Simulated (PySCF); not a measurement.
## Carbon: a sound run and one with changed settings

Sound run: C [He] 2s2 2p2, C⁺ [He] 2s2 2p1. All numbers are calculated (PySCF 2.14, no relativity, point nucleus, in aug-cc-pVDZ (4s3p2d, 23 functions)). In the sound run the correlated levels freeze 1s2. The sound run starts from symmetry-adapted Hartree-Fock orbitals and uses a fine grid where one is needed.

Changed run: a valence shell is frozen. This setting is unsound on purpose.

```json
{"species": "C", "method": "MP2", "sound run (hartree)": "-37.74146", "changed run (hartree)": "-37.69361", "converged": "yes"}
{"species": "C", "method": "CCSD(T)", "sound run (hartree)": "-37.76487", "changed run (hartree)": "-37.69589", "converged": "yes"}
```

Ionisation energy of C:

| method | sound run (eV) | changed run (eV) |
| --- | --- | --- |
| UHF | 10.817 | 10.817 |
| MP2 | 11.145 | 10.976 |
| SCS-MP2 | 11.036 | 10.870 |
| CCSD | 11.050 | 11.038 |
| CCSD(T) | 11.066 | 11.038 |
| CCSDT | n/a | 11.038 |
| FCI | n/a | 11.038 |

Freezing a valence shell removes pair correlation that changes on ionisation.

For comparison, NIST gives 11.260 eV between the lowest levels.
